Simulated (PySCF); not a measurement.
Geometries of 2 isomers of C5H7Cl, from PBE0-D3(BJ)/def2-SVP geometry optimisation, gas phase (PySCF 2.14.0). One conformer each, no zero-point energy, no frequencies.

Problem. Which isomer lies lower at this level?
A.
```xyz
13
angstrom
C      1.979    0.243    0.495
C      0.988   -0.642    0.330
C     -0.432   -0.326    0.159
C     -1.341   -1.308    0.027
C     -0.865    1.106    0.095
Cl    -0.729    1.940    1.683
H      1.794    1.319    0.556
H      3.014   -0.089    0.605
H      1.230   -1.710    0.314
H     -2.404   -1.091   -0.104
H     -1.043   -2.359    0.048
H     -1.915    1.185   -0.212
H     -0.246    1.679   -0.609
```
B.
```xyz
13
angstrom
C     -1.830    0.083   -0.070
C     -0.432    0.570   -0.227
C      0.663   -0.053    0.240
C      2.012    0.450    0.071
C      3.094   -0.184    0.543
Cl     4.699    0.406    0.347
H     -2.313   -0.064   -1.051
H     -1.872   -0.869    0.478
H     -2.450    0.819    0.471
H     -0.298    1.516   -0.769
H      0.548   -0.999    0.784
H      2.144    1.393   -0.470
H      3.038   -1.128    1.092
```

Solution. B. That is `C(=C\Cl)/C=C/C`, 4.7 kcal/mol below the other.

| SMILES | atoms numbered as above | E (Eh) | relative (kcal/mol) | relative (kJ/mol) | dipole (D) |
| --- | --- | --- | --- | --- | --- |
| C/C=C/C=C/Cl | [CH3:1]/[CH:2]=[CH:3]/[CH:4]=[CH:5]/[Cl:6] | -654.24290 | 0.0 | 0.0 | 1.97 |
| C=CC(=C)CCl | [CH2:1]=[CH:2][C:3](=[CH2:4])[CH2:5][Cl:6] | -654.23544 | 4.7 | 19.6 | 1.78 |
